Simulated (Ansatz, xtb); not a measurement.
# Relative energy of two isomers of C4H6OS

Structure a: `C/C(O)=C/C=S`, a singlet. Structure b: `C=C(O)/C=C/S`, a singlet. Both are isolated molecules in the gas phase, relaxed with B3LYP/def2-SVP; the shapes shown needn't be the lowest conformers.

a (Å):

```xyz
12

C     1.5240   -1.6554   -1.0763
C     0.8628   -0.3384   -0.8156
C     0.1559   -0.0683    0.3501
C    -0.4855    1.1604    0.6420
O     1.0136    0.5309   -1.7859
S    -0.5453    2.5321   -0.3093
H     1.1233   -2.0930   -2.0056
H     2.6037   -1.5017   -1.2383
H     1.3769   -2.3605   -0.2487
H     0.5403    1.3937   -1.5361
H     0.0943   -0.8670    1.0918
H    -1.0001    1.1992    1.6138
```

b (Å):

| atom | x (Å) | y (Å) | z (Å) |
| --- | --- | --- | --- |
| C | 0.8461 | -0.2838 | -3.2867 |
| C | 0.1764 | -0.7009 | -2.1909 |
| C | -0.4848 | 0.2162 | -1.2636 |
| C | -1.1551 | -0.1945 | -0.1695 |
| O | 0.0505 | -2.0116 | -1.8409 |
| S | -1.9921 | 0.7835 | 1.0236 |
| H | 0.9175 | 0.7780 | -3.5220 |
| H | 1.3326 | -0.9903 | -3.9649 |
| H | 0.5080 | -2.5587 | -2.4928 |
| H | -0.4060 | 1.2790 | -1.5095 |
| H | -1.2207 | -1.2632 | 0.0539 |
| H | -1.7314 | 1.9948 | 0.4767 |

Quicker runs give these differences E(b) − E(a): GFN2-xTB +57.0 kJ/mol; HF/STO-3G +34.5 kJ/mol (at GFN2-xTB geometries); r2SCAN-D4/def2-SVP +92.1 kJ/mol (at GFN2-xTB geometries).

Task: Estimate E(b) − E(a) at the level CCSD(T)/def2-SVP + ΔMP2/def2-TZVPP.

Result: Calculated at CCSD(T)/def2-SVP + ΔMP2/def2-TZVPP: E(b) − E(a) = +60.0 kJ/mol, so structure a lies lower.

Level by level:

```csv
level,geometry,E(b) − E(a) (kJ/mol),departure from the last row (kJ/mol),"job, with rough time for the two"
GFN2-xTB,GFN2-xTB,+57.0,−3.0,"optimisation, 0.13 s"
HF/STO-3G,GFN2-xTB,+34.5,−25.5,"single point, 0.46 s"
r2SCAN-D4/def2-SVP,GFN2-xTB,+92.1,+32.1,"single point, 6 s"
B3LYP/def2-SVP,B3LYP/def2-SVP,+80.8,+20.8,"optimisation, 40 s"
HF/def2-SVP,B3LYP/def2-SVP,+52.8,−7.1,part of the CCSD(T) run
MP2/def2-SVP,B3LYP/def2-SVP,+74.0,+14.1,part of the CCSD(T) run
CCSD(T)/def2-SVP,B3LYP/def2-SVP,+66.3,+6.3,single point
CCSD(T)/def2-SVP + ΔMP2/def2-TZVPP,B3LYP/def2-SVP,+60.0,,"single point, 74 s"
```

As drawn, b has 1 C=C, 1 C–S, 1 S–H in place of 1 C–C, 1 C=S, 1 C–H.

The levels shown agree on the order. The largest departure from CCSD(T)/def2-SVP + ΔMP2/def2-TZVPP is that of r2SCAN-D4/def2-SVP, 32.1 kJ/mol. A small imaginary or near-zero mode remains, so no thermal terms are given. The last row adds to CCSD(T) the change of the MP2 difference between the two basis sets, here −6.3 kJ/mol.

The T1 diagnostic of structure a is large, so the coupled-cluster value is less sure. The correlated steps freeze 10 core orbitals. Codes used: Ansatz 0.2.0, xtb 6.7.1; the last row on 2 threads of Arm Neoverse V1 on a shared host.
